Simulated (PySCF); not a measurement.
# C₄H₆ (triplet): fields and orbitals

Aim: take C₄H₆ (triplet) and see where an electron leaves and enters, measure its response to a uniform field and analyse its density (charges, bond critical points, surface potential).

Computed with PySCF 2.14.0. Level: levels as typed in each script, gas phase, geometry from GFN2-xTB.

## 1. The starting structure

SMILES `[CH2]C([CH2])=C`, 10 atoms, charge 0, spin multiplicity 3.

Bond lengths: C1–C2 1.402 Å, C1–H5 1.074 Å, C1–H6 1.074 Å, C2–C3 1.402 Å, C2–C4 1.402 Å, C3–H7 1.074 Å, C3–H8 1.074 Å, C4–H9 1.074 Å, C4–H10 1.074 Å. Angles: C2–C1–H5 121.0°, C2–C1–H6 121.0°, H5–C1–H6 118.0°, C1–C2–C3 120.0°, C1–C2–C4 120.0°, C3–C2–C4 120.0°, C2–C3–H7 121.0°, C2–C3–H8 121.0°, H7–C3–H8 118.0°, C2–C4–H9 121.0°, C2–C4–H10 121.0°, H9–C4–H10 118.0°.

Geometry (Å):

```xyz
10

C     1.3542   -0.3628    0.0000
C     0.0000    0.0000    0.0000
C    -0.9913   -0.9913    0.0000
C    -0.3629    1.3542    0.0000
H     1.6504   -1.3951    0.0000
H     2.1269    0.3830    0.0000
H    -2.0334   -0.7318    0.0000
H    -0.7317   -2.0334    0.0000
H    -1.3951    1.6504    0.0000
H     0.3830    2.1269    0.0000
```

## 2. Removing and adding an electron (PBE0/cc-pvdz)

input.py reads:

```python
import numpy as np
from pyscf import gto, scf, dft
from pyscf.scf import atom_ks, atom_hf
from scipy.linalg import block_diag

def solve(mol, dm0=None, hcore=None):
    mf = (dft.UKS if mol.spin else dft.RKS)(mol, xc='pbe0')
    mf.grids.level = 3
    mf = mf.density_fit(auxbasis='def2-universal-jkfit')
    mf.conv_tol, mf.max_cycle = 1e-8, 80
    if hcore is not None:
        mf.get_hcore = lambda *args: hcore
    mf.kernel(dm0)
    if not mf.converged:
        mf = mf.newton().run(mf.mo_coeff, mf.mo_occ, max_cycle=30)
    assert mf.converged, 'SCF not converged'
    return mf

mol = gto.M(atom='''
C      1.35418    -0.36283     0.00000
C      0.00001    -0.00004     0.00000
C     -0.99133    -0.99131     0.00000
C     -0.36286     1.35417     0.00000
H      1.65044    -1.39512     0.00000
H      2.12688     0.38301     0.00000
H     -2.03342    -0.73175     0.00000
H     -0.73174    -2.03342     0.00000
H     -1.39512     1.65043     0.00000
H      0.38300     2.12688     0.00000
''', basis='cc-pvdz', charge=0, spin=2, verbose=4)
mf = solve(mol)
out = dict(e0=mf.e_tot, dm0=mf.make_rdm1(), c=mf.mo_coeff, occ=mf.mo_occ, eps=mf.mo_energy)
for name, dq, spin in [('cation', 1, 1), ('anion', -1, 1)]:
    ion = mol.copy().set(charge=mol.charge + dq, spin=spin).build()
    mi = solve(ion)
    if spin and dq > 0 and mol.nao < 130:
        c, _, stable, _ = mi.stability(return_status=True)
        if not stable:
            mi = solve(ion, mi.make_rdm1(c, mi.mo_occ))
    print(name, 'vertical energy change / eV', (mi.e_tot - mf.e_tot) * 27.211386)
    out.update({'e_' + name: mi.e_tot, 'dm_' + name: mi.make_rdm1(), 's2_' + name: mi.spin_square()[0], 'eps_' + name: mi.mo_energy, 'occ_' + name: mi.mo_occ})
# spherically averaged free atoms, for the promolecule
atm = atom_ks.get_atm_nrks(mol, xc='pbe0')
pro = block_diag(*[(atm[a[0]][2] * atm[a[0]][3]) @ atm[a[0]][2].T for a in mol._atom])
np.savez('result.npz', pro=pro, **out)
```

On the command line:

```console
$ OMP_NUM_THREADS=1 python input.py
```

## 3. Response to an electric field (BP86/aug-cc-pvdz)

input.py reads:

```python
import numpy as np
from pyscf import gto, scf, dft
from pyscf.scf import atom_ks, atom_hf
from scipy.linalg import block_diag

def solve(mol, dm0=None, hcore=None):
    mf = (dft.UKS if mol.spin else dft.RKS)(mol, xc='bp86')
    mf.grids.level = 3
    mf = mf.density_fit(auxbasis='def2-universal-jkfit')
    mf.conv_tol, mf.max_cycle = 1e-8, 80
    if hcore is not None:
        mf.get_hcore = lambda *args: hcore
    mf.kernel(dm0)
    if not mf.converged:
        mf = mf.newton().run(mf.mo_coeff, mf.mo_occ, max_cycle=30)
    assert mf.converged, 'SCF not converged'
    return mf

mol = gto.M(atom='''
C      1.35418    -0.36283     0.00000
C      0.00001    -0.00004     0.00000
C     -0.99133    -0.99131     0.00000
C     -0.36286     1.35417     0.00000
H      1.65044    -1.39512     0.00000
H      2.12688     0.38301     0.00000
H     -2.03342    -0.73175     0.00000
H     -0.73174    -2.03342     0.00000
H     -1.39512     1.65043     0.00000
H      0.38300     2.12688     0.00000
''', basis='aug-cc-pvdz', charge=0, spin=2, verbose=4)
field = np.array([0.005, 0.0, 0.0])  # atomic units
mol.set_common_orig(mol.atom_charges() @ mol.atom_coords() / mol.atom_charges().sum())
mf = solve(mol)
out = dict(dm0=mf.make_rdm1(), d0=mf.dip_moment(unit='AU'), e0=mf.e_tot)
for name, sign in (('p', 1), ('m', -1)):
    h = mf.get_hcore() + sign * np.einsum('x,xij->ij', field, mol.intor('int1e_r'))
    mi = solve(mol, mf.make_rdm1(), h)
    out.update({'dm' + name: mi.make_rdm1(), 'd' + name: mi.dip_moment(unit='AU'), 'e' + name: mi.e_tot})
# spherically averaged free atoms, for the promolecule
atm = atom_ks.get_atm_nrks(mol, xc='bp86')
pro = block_diag(*[(atm[a[0]][2] * atm[a[0]][3]) @ atm[a[0]][2].T for a in mol._atom])
np.savez('result.npz', pro=pro, **out)
```

## 5. Density, bond paths and surface potential (B3LYP/cc-pvtz)

input.py reads:

```python
import numpy as np
from pyscf import gto, scf, dft
from pyscf.scf import atom_ks, atom_hf
from scipy.linalg import block_diag

def solve(mol, dm0=None, hcore=None):
    mf = (dft.UKS if mol.spin else dft.RKS)(mol, xc='b3lyp')
    mf.grids.level = 3
    mf = mf.density_fit(auxbasis='def2-universal-jkfit')
    mf.conv_tol, mf.max_cycle = 1e-8, 80
    if hcore is not None:
        mf.get_hcore = lambda *args: hcore
    mf.kernel(dm0)
    if not mf.converged:
        mf = mf.newton().run(mf.mo_coeff, mf.mo_occ, max_cycle=30)
    assert mf.converged, 'SCF not converged'
    return mf

mol = gto.M(atom='''
C      1.35418    -0.36283     0.00000
C      0.00001    -0.00004     0.00000
C     -0.99133    -0.99131     0.00000
C     -0.36286     1.35417     0.00000
H      1.65044    -1.39512     0.00000
H      2.12688     0.38301     0.00000
H     -2.03342    -0.73175     0.00000
H     -0.73174    -2.03342     0.00000
H     -1.39512     1.65043     0.00000
H      0.38300     2.12688     0.00000
''', basis='cc-pvtz', charge=0, spin=2, verbose=4)
mf = solve(mol)
mf.analyze()
# spherically averaged free atoms, for the promolecule
atm = atom_ks.get_atm_nrks(mol, xc='b3lyp')
pro = block_diag(*[(atm[a[0]][2] * atm[a[0]][3]) @ atm[a[0]][2].T for a in mol._atom])
np.savez('result.npz', e=mf.e_tot, c=mf.mo_coeff, occ=mf.mo_occ, eps=mf.mo_energy, pro=pro, dip=mf.dip_moment(verbose=0), s2=mf.spin_square()[0])
```

(Steps that only read results are left out.)

Before running it: what results should come out? Wanted: polarisability along the field; dipole moment; HOMO, LUMO.

The runs gave:

| quantity | value |
| --- | --- |
| polarisability along the field (BP86/aug-cc-pvdz) | 62.5 bohr³ |
| dipole moment (B3LYP/cc-pvtz) | 0.00 D |
| HOMO, LUMO (B3LYP/cc-pvtz) | -5.79, -2.06 eV |

**Reading.** At B3LYP/cc-pvtz: The highest Hirshfeld charge is on H5, H6, H7, H8, H9 and H10 (+0.04 e), the lowest on C1, C3 and C4 (−0.07 e). All values hold at the given geometry, in the gas phase.
